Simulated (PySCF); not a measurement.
# SiH2F2 (SMILES F[SiH2]F) at FCI/STO-3G

Aim: the vertical singlet–triplet gap of SiH2F2 at FCI/STO-3G, from 2 runs. The job is set up through a Python script.

Program for the calculation: PySCF 2.14.0.

7 further runs of the same task are left out: 1 that didn't finish, 6 set aside as unsound or not needed.

### 1 The system as given

SiH2F2 has 5 atoms, charge 0, and is taken as a singlet. SMILES: `F[SiH2]F`. Geometry: relaxed at PBE0-D4/def2-TZVP.

Bond lengths: F1–Si2 1.586 Å, Si2–F3 1.586 Å, Si2–H4 1.474 Å, Si2–H5 1.474 Å. Angles: F1–Si2–F3 108.0°, F1–Si2–H4 108.5°, F1–Si2–H5 108.5°, F3–Si2–H4 108.5°, F3–Si2–H5 108.5°, H4–Si2–H5 114.6°.

### 2 The energy at FCI/STO-3G

The input, mol.xyz:

```xyz
5

F     -1.079010     0.538200     0.980720
Si    -0.005220    -0.000540    -0.054090
F      1.247630    -0.520590     0.766910
H     -0.590470    -1.138740    -0.786300
H      0.427070     1.121680    -0.907250
```

The input, input.py:

```python
from pyscf import gto, mcscf
from pyscf import fci

mol = gto.M(
    atom='mol.xyz',
    verbose=3,
    basis='sto-3g',
    charge=0,
    max_memory=1860,
)

mf = mol.RHF()
mf.conv_tol = 1e-10
mf.kernel()
if not mf.converged:
    mf = mf.newton().run(mf.mo_coeff, mf.mo_occ)

cas = mcscf.CASCI(mf, mf.mo_coeff.shape[-1] - 7, (mol.nelec[0] - 7, mol.nelec[1] - 7))  # full CI above the frozen core
cas.fcisolver = fci.direct_spin0.FCI(mol)  # even spin states alone
cas.kernel()
print('<S^2> = %.4f' % cas.fcisolver.spin_square(cas.ci, cas.ncas, cas.nelecas)[0])
e_final = cas.e_tot
print('E = %.10f Eh' % e_final)
```

On the command line:

```
OMP_NUM_THREADS=1 python input.py
```

The log of the run:

```text
converged SCF energy = -482.868194020107
CASCI E = -482.957860420950  E(CI) = -89.5100038542776  S^2 = 0.0000000
<S^2> = 0.0000
E = -482.9578604209 Eh
```

Run time: 5.1 s. Hardware: 1 thread of AMD EPYC 9R45 (Zen 5), shared host; peak memory 0.34 GiB.

### 3 The triplet at the same level

The input, input.py:

```python
from pyscf import gto, scf, mcscf

molecule = gto.M(
    atom='''
F       -1.079010       0.538200       0.980720
Si      -0.005220      -0.000540      -0.054090
F        1.247630      -0.520590       0.766910
H       -0.590470      -1.138740      -0.786300
H        0.427070       1.121680      -0.907250
''',
    charge=0,
    verbose=4,
    spin=2,
    basis='sto-3g',
    max_memory=1860,
)

calc0 = scf.ROHF(molecule)
calc0.conv_tol = 1e-10
calc0.kernel()
if not calc0.converged:
    calc0 = calc0.newton().run(calc0.mo_coeff, calc0.mo_occ)

cas = mcscf.CASCI(calc0, calc0.mo_coeff.shape[-1] - 7, (molecule.nelec[0] - 7, molecule.nelec[1] - 7))  # full CI above the frozen core
cas.fix_spin_(ss=2.0)
cas.kernel()
e_final = cas.e_tot
print(f'total energy: {e_final:.8f} hartree')
```

On the command line:

```
OMP_NUM_THREADS=1 python input.py
```

The log of the run:

```text
PySCF version 2.14.0

[INPUT] num. atoms = 5
[INPUT] num. electrons = 34
[INPUT] charge = 0
[INPUT] spin (= nelec alpha-beta = 2S) = 2
[INPUT] symmetry False subgroup None
[INPUT] Mole.unit = angstrom
[INPUT] Symbol           X                Y                Z      unit          X                Y                Z       unit  Magmom
[INPUT]  1 F     -1.079010000000   0.538200000000   0.980720000000 AA   -2.039033385667   1.017050600241   1.853292204883 Bohr   0.0
[INPUT]  2 Si    -0.005220000000  -0.000540000000  -0.054090000000 AA   -0.009864370370  -0.001020452107  -0.102215286078 Bohr   0.0
[INPUT]  3 F      1.247630000000  -0.520590000000   0.766910000000 AA    2.357679004791  -0.983772523187   1.449249862190 Bohr   0.0
[INPUT]  4 H     -0.590470000000  -1.138740000000  -0.786300000000 AA   -1.115826584772  -2.151906727087  -1.485891651746 Bohr   0.0
[INPUT]  5 H      0.427070000000   1.121680000000  -0.907250000000 AA    0.807045336018   2.119667999402  -1.714454026512 Bohr   0.0

nuclear repulsion = 118.741930749531
number of shells = 13
number of NR pGTOs = 63
number of NR cGTOs = 21
basis = sto-3g
ecp = {}

******** <class 'pyscf.scf.rohf.ROHF'> ********
method = ROHF
initial guess = minao
damping factor = 0
level_shift factor = 0
DIIS = <class 'pyscf.scf.diis.CDIIS'>
diis_start_cycle = 1
diis_space = 8
diis_damp = 0
SCF conv_tol = 1e-10
SCF conv_tol_grad = None
SCF max_cycles = 50
direct_scf = True
direct_scf_tol = 1e-13
num. doubly occ = 16  num. singly occ = 2
Set gradient conv threshold to 1e-05
init E= -482.614888564883
  HOMO = 0.242225768905483  LUMO = 0.338439010710124  gap/eV = 2.61810
cycle= 1 E= -482.215759075767  delta_E= 0.399  |g|= 0.408  |ddm|= 2.55
  HOMO = 0.31724571549698  LUMO = 0.517304227571224  gap/eV = 5.44387
cycle= 2 E= -482.159914977641  delta_E= 0.0558  |g|= 0.568  |ddm|= 2.54
  HOMO = 0.33455423120007  LUMO = 0.507728109619505  gap/eV = 4.71230
cycle= 3 E= -482.372745221927  delta_E= -0.213  |g|= 0.0671  |ddm|= 1.73
  HOMO = 0.326671475828607  LUMO = 0.519977101477736  gap/eV = 5.26011
cycle= 4 E= -482.384389818557  delta_E= -0.0116  |g|= 0.0386  |ddm|= 0.534
  HOMO = 0.329187179978071  LUMO = 0.519386051794654  gap/eV = 5.17557
cycle= 5 E= -482.393569676942  delta_E= -0.00918  |g|= 0.0394  |ddm|= 0.462
  HOMO = 0.331897344829997  LUMO = 0.521300881834249  gap/eV = 5.15393
cycle= 6 E= -482.403070691528  delta_E= -0.0095  |g|= 0.0452  |ddm|= 0.503
  HOMO = 0.329294988446153  LUMO = 0.527188577970433  gap/eV = 5.38496
cycle= 7 E= -482.399441922865  delta_E= 0.00363  |g|= 0.0406  |ddm|= 0.243
  HOMO = 0.317772103582031  LUMO = 0.533778294207567  gap/eV = 5.87783
cycle= 8 E= -482.404010330812  delta_E= -0.00457  |g|= 0.0377  |ddm|= 1.08
  HOMO = 0.321724894347768  LUMO = 0.533091456630687  gap/eV = 5.75158
cycle= 9 E= -482.40802043481  delta_E= -0.00401  |g|= 0.0102  |ddm|= 0.335
  HOMO = 0.326516941561345  LUMO = 0.529081059330999  gap/eV = 5.51205
cycle= 10 E= -482.407616367551  delta_E= 0.000404  |g|= 0.0122  |ddm|= 0.0954
  HOMO = 0.32695920551253  LUMO = 0.529076727120776  gap/eV = 5.49990
cycle= 11 E= -482.408064106986  delta_E= -0.000448  |g|= 0.0034  |ddm|= 0.0886
  HOMO = 0.326542255340729  LUMO = 0.529628495615788  gap/eV = 5.52626
cycle= 12 E= -482.408100709651  delta_E= -3.66e-05  |g|= 0.00131  |ddm|= 0.0232
  HOMO = 0.32691445985304  LUMO = 0.529285960155848  gap/eV = 5.50681
cycle= 13 E= -482.408106462553  delta_E= -5.75e-06  |g|= 5.85e-05  |ddm|= 0.0158
  HOMO = 0.326940664938257  LUMO = 0.529261214492249  gap/eV = 5.50542
cycle= 14 E= -482.408106468278  delta_E= -5.73e-09  |g|= 2.65e-05  |ddm|= 0.000253
  HOMO = 0.326943817480249  LUMO = 0.529258177437565  gap/eV = 5.50525
cycle= 15 E= -482.408106468149  delta_E= 1.29e-10  |g|= 2.77e-05  |ddm|= 0.000357
  HOMO = 0.326940929900508  LUMO = 0.529260474194904  gap/eV = 5.50540
cycle= 16 E= -482.408106472513  delta_E= -4.36e-09  |g|= 1.95e-05  |ddm|= 0.000351
  HOMO = 0.326941070199193  LUMO = 0.529260142893496  gap/eV = 5.50538
cycle= 17 E= -482.408106468798  delta_E= 3.72e-09  |g|= 1.64e-05  |ddm|= 0.000334
  HOMO = 0.326940885843293  LUMO = 0.529260447405508  gap/eV = 5.50540
cycle= 18 E= -482.408106465113  delta_E= 3.68e-09  |g|= 5.03e-06  |ddm|= 0.000702
  HOMO = 0.326941333826004  LUMO = 0.529260192843533  gap/eV = 5.50538
cycle= 19 E= -482.408106465023  delta_E= 8.97e-11  |g|= 9.83e-07  |ddm|= 0.000137
  HOMO = 0.326941407782819  LUMO = 0.529260131940913  gap/eV = 5.50537
Extra cycle  E= -482.408106465025  delta_E= -1.25e-12  |g|= 5.54e-07  |ddm|= 4.77e-06
converged SCF energy = -482.408106465025

******** <class 'pyscf.mcscf.casci.CASCI'> ********
CAS (11e+9e, 14o), ncore = 7, nvir = 0
natorb = False
canonicalization = True
sorting_mo_energy = False
******** <class 'pyscf.fci.addons.SpinPenaltyFCISolver'> ********
max. cycles = 200
conv_tol = 1e-08
davidson only = True
linear dependence = 1e-12
level shift = 0.001
max iter space = 12
nroots = 1
pspace_size = 400
spin = None
Density matrix diagonal elements [1.99788345 1.99780109 1.98033307 1.98374136 1.98292547 1.75295165
 1.98310022 1.75980534 1.93853587 1.46585174 0.51982176 0.30685104
 0.24963274 0.0807652 ]
CASCI converged
CASCI E = -482.562765029312  E(CI) = -89.1165514744740  S^2 = 2.0000000
total energy: -482.56276503 hartree
```

It took 9.3 s on 1 thread of AMD EPYC 9R45 (Zen 5), shared host; peak memory 0.28 GiB.

### 4 Results

At FCI/STO-3G, 7 core orbitals frozen:

```
                                            quantity          value
                               singlet: total energy  -482.95786 Eh
       singlet: dipole moment (Hartree–Fock density)         1.26 D
        singlet: HOMO energy (Hartree–Fock orbitals)      -10.35 eV
        singlet: LUMO energy (Hartree–Fock orbitals)       13.01 eV
      singlet: HOMO–LUMO gap (Hartree–Fock orbitals)       23.37 eV
singlet: correlation energy (7 core orbitals frozen)      -89.7 mEh
                               triplet: total energy  -482.56277 Eh
       triplet: dipole moment (Hartree–Fock density)         0.29 D
triplet: correlation energy (7 core orbitals frozen)     -154.7 mEh
    vertical energy of the triplet above the singlet      10.751 eV
```

In words: At this shape the triplet lies 10.75 eV (248 kcal/mol) above the singlet. In a minimal basis such a difference can be off by several eV, whatever the method. Mulliken charges (triplet) of the mean-field density run from -0.33 on F1 to +0.84 on Si2.
